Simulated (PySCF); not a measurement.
Isomers of C4H5F. Computed with PBE0-D3(BJ)/def2-SVP geometry optimisation, gas phase (PySCF). One conformer each; no zero-point energy, no entropy. No frequencies were run at this level. Point groups hold within 0.08 Å.

Problem. Rank from lowest to highest electronic energy at this level (kJ/mol).
A. `[CH2:1]=[CH:2][C:3](=[CH2:4])[F:5]` with C1–C2–C3–C4 180°
B. `F[C@]12C[C@H]1C2`

Solution. A (0.0), B (102.9).

As drawn, the lower has a C=C bond outside aromatic rings, which the higher lacks; the higher has a three-membered ring, which the lower lacks.

```tsv
SMILES	E (Eh)	E rel (kJ/mol)	dipole (D)	point group	A, B, C (MHz)
C=CC(=C)F	-254.75945	0.0	1.29	Cs	10067, 4280, 3003
F[C@]12C[C@H]1C2	-254.72025	102.9	1.06	Cs	8868, 5794, 4324
```

Problem. How do the relative energies change in single points at PBE0/pcSseg-1 (no added dispersion term) on the same geometries?

Solution. 
| SMILES | PBE0-D3(BJ)/def2-SVP (kJ/mol) | PBE0/pcSseg-1 (kJ/mol) | shift |
| --- | --- | --- | --- |
| C=CC(=C)F | 0.0 | 0.0 | 0.0 |
| F[C@]12C[C@H]1C2 | 102.9 | 117.6 | +14.7 |

Each column counts from its own lowest isomer. The order is unchanged; the largest shift is 14.7 kJ/mol.
